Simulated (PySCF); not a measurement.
This PySCF input (PBE/6-311G**) gives -100.36949 Eh with 24 basis functions.

```python
import numpy as np, basis_set_exchange as bse
from pyscf import gto, scf, dft, df

basis = {'F': gto.basis.parse(bse.get_basis('6-311G**', elements=['F'], fmt='nwchem')), 'H': gto.basis.parse(bse.get_basis('6-311G**', elements=['H'], fmt='nwchem'))}
mol = gto.M(
    atom='''
    F    -0.00000000   -0.00000000   -0.09245367
    H     0.00000000    0.00000000    0.83208299
    ''',
    basis=basis,
    charge=0,
    verbose=4,
    max_memory=8640,
)
mf = dft.RKS(mol, xc='pbe')
mf.grids.level = 3
mf = mf.density_fit(auxbasis=df.autoaux(mol))
mf.conv_tol = 1e-9
mf.max_cycle = 100
print('smallest overlap eigenvalue', np.linalg.eigvalsh(mol.intor('int1e_ovlp'))[0])
mf.kernel()
dip = mf.dip_moment()
```

Change:
```diff
- basis = {'F': gto.basis.parse(bse.get_basis('6-311G**', elements=['F'], fmt='nwchem')), 'H': gto.basis.parse(bse.get_basis('6-311G**', elements=['H'], fmt='nwchem'))}
+ basis = {'F': gto.basis.parse(bse.get_basis('pcseg-1', elements=['F'], fmt='nwchem')), 'H': gto.basis.parse(bse.get_basis('pcseg-1', elements=['H'], fmt='nwchem'))}
```

Q: What does the run give now?

A: -100.31989 Eh (PBE/pcseg-1, 19 functions), a change of +49.60 mEh.
